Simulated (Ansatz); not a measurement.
The same path of H2S + H5NSi (10 atoms, charge 0, multiplicity 1) was run twice with different band settings. Lost on the way: Si1–N2, S8–H10. Made: Si1–S8, N2–H10.

Level of theory: RKS LDA/6-31G* in Ansatz.

Relaxed end points:

```xyz
10
Properties=species:S:1:pos:R:3
Si -0.141 0.345 0.101
N 0.060 -0.070 1.792
H -0.790 -0.279 2.325
H 0.667 0.544 2.347
H 1.233 0.505 -0.471
H -0.926 1.604 -0.163
H -0.861 -0.802 -0.539
S 1.675 -2.858 1.474
H 0.564 -3.442 0.941
H 0.990 -1.642 1.688
```

```xyz
10
Properties=species:S:1:pos:R:3
Si 0.315 -0.215 -0.868
N 0.101 -0.893 2.826
H -0.355 -1.623 3.385
H -0.564 -0.120 2.701
H 0.921 -0.084 -2.234
H 0.642 1.035 -0.086
H -1.184 -0.215 -1.037
S 1.080 -1.946 0.075
H 0.609 -1.497 1.379
H 0.907 -0.537 3.353
```

Common settings: movable images 7; climbing image yes; spring 5.0 eV/Å²; optimiser quadratic models (default); start path through a guess of the saddle point; iteration limit 60; end points relaxed.

| run | force threshold |
| --- | --- |
| 1 | 0.03 eV/Å |
| 2 | 0.5 eV/Å |

What does each run give, and how far can it be trusted?

Run 1: converged after 29 iterations, highest image 0.435 eV above the first end. A vibrational analysis at the climbing image gives one clearly imaginary mode, 226i cm⁻¹: a first-order saddle point.
Run 2: converged after 15 iterations, highest image 0.400 eV above the first end. The threshold of 0.5 eV/Å is loose, so the images may lie well off the minimum-energy path. The order of the stationary point at the top wasn't checked.
The orbitals stay closed-shell, which can raise the energy where a bond breaks towards radicals; this wasn't checked here.
